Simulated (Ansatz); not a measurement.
A reaction path, image by image

AlH2ClO, closed shell, from AlH₂ClO ([OH][AlH][Cl]) to AlH₂ClO ([OH2][Al][Cl]); revPBE-D4/STO-3G (Ansatz 0.2.0). Settings:

```yaml
hamiltonian: {xc: {name: revPBE}, dispersion: d4}
neb:
  images: 4
  climbing: true
  max_iterations: 25
  initial_path: idpp
  spring: 10.0
```

First end:

Al1  (-0.258, -0.414, 0.026)
O2  (0.356, 0.855, -0.895)
H3  (-1.112, -1.522, -0.671)
Cl4  (0.130, -0.489, 2.084)
H5  (0.885, 1.569, -0.543)
(Å)

Second end:

Al1  (0.602, -1.375, 0.608)
O2  (-0.319, 0.056, -0.764)
H3  (-1.166, -0.071, -1.204)
Cl4  (1.190, 0.470, 1.688)
H5  (-0.307, 0.920, -0.329)
(Å)

The ends were relaxed with PBE0-D4 in triple zeta, so they are not quite minima here (largest force components 3.06 and 4.17 eV/Å).

Energies along the converged band: It took 8 iterations. Path lengths are measured after rigid turns and shifts between images are taken out.
```tsv
image	path length (Å)	energy (eV)
0	0.00	0.000
1	0.63	0.151
2	1.27	1.705
3 (climbing)	1.90	3.023
4	2.54	2.146
5	3.18	2.275
```
Energies count from the first end.

The images between the ends:
Image 1:
```json
{"atom": "Al1", "x (Å)": "-0.0854", "y (Å)": "-0.5643", "z (Å)": "0.0969"}
{"atom": "O2", "x (Å)": "0.3549", "y (Å)": "0.6095", "z (Å)": "-1.0486"}
{"atom": "H3", "x (Å)": "-1.0786", "y (Å)": "-1.3979", "z (Å)": "-0.6368"}
{"atom": "Cl4", "x (Å)": "0.4347", "y (Å)": "-0.1340", "z (Å)": "2.1013"}
{"atom": "H5", "x (Å)": "0.3744", "y (Å)": "1.4866", "z (Å)": "-0.5128"}
```

Image 2:
```json
{"atom": "Al1", "x (Å)": "0.1559", "y (Å)": "-0.7537", "z (Å)": "0.2039"}
{"atom": "O2", "x (Å)": "0.2219", "y (Å)": "0.4781", "z (Å)": "-1.0113"}
{"atom": "H3", "x (Å)": "-0.9488", "y (Å)": "-1.1384", "z (Å)": "-0.7472"}
{"atom": "Cl4", "x (Å)": "0.6706", "y (Å)": "0.0717", "z (Å)": "2.1039"}
{"atom": "H5", "x (Å)": "-0.0996", "y (Å)": "1.3423", "z (Å)": "-0.5493"}
```

Image 3:
```json
{"atom": "Al1", "x (Å)": "0.3171", "y (Å)": "-0.9861", "z (Å)": "0.3364"}
{"atom": "O2", "x (Å)": "0.0440", "y (Å)": "0.3185", "z (Å)": "-0.9780"}
{"atom": "H3", "x (Å)": "-0.8366", "y (Å)": "-0.7588", "z (Å)": "-0.8398"}
{"atom": "Cl4", "x (Å)": "0.8314", "y (Å)": "0.2294", "z (Å)": "2.0474"}
{"atom": "H5", "x (Å)": "-0.3559", "y (Å)": "1.1969", "z (Å)": "-0.5659"}
```

Image 4:
```json
{"atom": "Al1", "x (Å)": "0.5914", "y (Å)": "-1.2505", "z (Å)": "0.4196"}
{"atom": "O2", "x (Å)": "-0.0868", "y (Å)": "0.1945", "z (Å)": "-0.9386"}
{"atom": "H3", "x (Å)": "-0.9858", "y (Å)": "-0.3420", "z (Å)": "-0.9567"}
{"atom": "Cl4", "x (Å)": "0.8706", "y (Å)": "0.3136", "z (Å)": "1.9587"}
{"atom": "H5", "x (Å)": "-0.3894", "y (Å)": "1.0844", "z (Å)": "-0.4829"}
```

The band counts as converged below 0.05 eV/Å. Hardware: 2 CPU threads of an Arm Neoverse V2, shared host. Wall time about 20 s.
